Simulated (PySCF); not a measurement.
PySCF input file for LiF, SMILES [Li][F], C-PCM-ωB97X/def2-TZVPD. Coordinates come from a PBE-D3(BJ)/def2-TZVPD optimisation.

```python
import numpy as np
from pyscf import gto, scf, dft
from pyscf.solvent import pcm

mol = gto.M(
    atom='''
    Li    0.00000000    0.00000000   -1.18622885
    F     0.00000000    0.00000000    0.39540962
    ''',
    basis='def2-TZVPD',
    charge=0,
    spin=0,
    max_memory=1600,
    verbose=3,
)
mf = dft.RKS(mol, xc='wb97x').density_fit(auxbasis='def2-universal-jkfit')
mf.grids.level = 3
mf.conv_tol = 1e-9
mf.max_cycle = 100
mf.kernel()
res = {}
for name, eps in {'water': 78.355, 'tetrahydrofuran': 7.4257, 'acetone': 20.493}.items():
    s = mf.PCM()
    s.with_solvent.method, s.with_solvent.eps, s.with_solvent.lebedev_order = 'C-PCM', eps, 29
    s.kernel(mf.make_rdm1())
    res[name] = (s.e_tot, eps, s.dip_moment(), s.mo_energy, s.converged)
    print(f'{name}: electrostatic solvation free energy {(s.e_tot - mf.e_tot) * 627.509474:.3f} kcal/mol')
```

Program output:

```
converged SCF energy = -107.446436832808

WARN: PCM is an experimental feature. It is still in testing.
Features and APIs may be changed in the future.

converged SCF energy = -107.477909492302
Dipole moment(X, Y, Z, Debye): -0.00000, -0.00000, -6.92041
water: electrostatic solvation free energy -19.749 kcal/mol

WARN: PCM is an experimental feature. It is still in testing.
Features and APIs may be changed in the future.

converged SCF energy = -107.473752387948
Dipole moment(X, Y, Z, Debye): -0.00000, -0.00000, -6.85062
tetrahydrofuran: electrostatic solvation free energy -17.141 kcal/mol

WARN: PCM is an experimental feature. It is still in testing.
Features and APIs may be changed in the future.

converged SCF energy = -107.476672159445
Dipole moment(X, Y, Z, Debye):  0.00000, -0.00000, -6.89965
acetone: electrostatic solvation free energy -18.973 kcal/mol
```

The calculation finished and met its thresholds.
